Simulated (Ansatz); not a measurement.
[OH···H···Br], doublet in cc-pVDZ: errors against UCCSDT(Q)

Geometry: a point of a hydrogen-transfer path between rigid fragments, not a stationary point.

```xyz
4

O    -0.9627   -0.2316    0.0000
H    -1.2120    0.6949    0.0000
H     0.3223   -0.2316    0.0000
Br    1.8523   -0.2316    0.0000
```

Basis cc-pVDZ; Ansatz 0.2.0. Only valence electrons are correlated (noble-gas cores and the filled d shells of p-block atoms frozen), which leaves 15 electrons in 36 orbitals. Prefix R: restricted or restricted open-shell reference; prefix U: unrestricted. Active spaces: pair = (3e, 3o) about the gap; valence = (15e, 10o) chosen from the atoms' valence shells. No spin–orbit coupling is included, and no scalar relativity.

Full CI isn't at hand for all of this; UCCSDT(Q) serves as the reference, and is uncertain by about the last step of the cluster series. The frozen core follows each run's orbitals, which can shift R against U totals by a few meV for light atoms and by up to 0.1 eV past Ca.

The UHF ⟨S²⟩ is 0.756. The T1 diagnostic (RCCSD) is 0.0399 and the largest doubles amplitude (RCCSD) is 0.073. The T1 diagnostic (UCCSD) is 0.0237.

| level | E − E(UCCSDT(Q)) (meV) | share of correlation (%) | wall time |
| --- | --- | --- | --- |
| UHF† | 9004 | – | 2.2 s |
| UMP2 | 1022 | 88.98 | – |
| UCCSD | 203 | 97.81 | – |
| UCCSD(T) | 38 | 99.59 | 14 s |
| UCCSDT | 20 | 99.79 | – |

A dagger marks rows that describe another state than the reference (another or a broken symmetry, a higher spin or other natural occupations), so the difference isn't the method's error.

The correlation energy at UCCSDT(Q), counted from the determinant under the R cluster runs, is -9.277 eV. That run took 46 s on 1 thread of Arm Neoverse V2, shared host.

Run but not shown, since their state or frozen core can't be matched to the reference's or they repeat it: RHF, RMP2, CISD, RCCSD, RCCSD(T), BCCD(T), RCCSDT, RCCSDT(Q), CASSCF (pair space), NEVPT2 (pair space), MRCISD (pair space), MRCISD+Q (pair space), CASSCF (valence space), NEVPT2 (valence space), MRCISD (valence space), MRCISD+Q (valence space).

Times hold each run's SCF and search for its determinant on a shared host, so for small cases they say little of a method's own cost; they ran on 1 thread of Arm Neoverse V2.
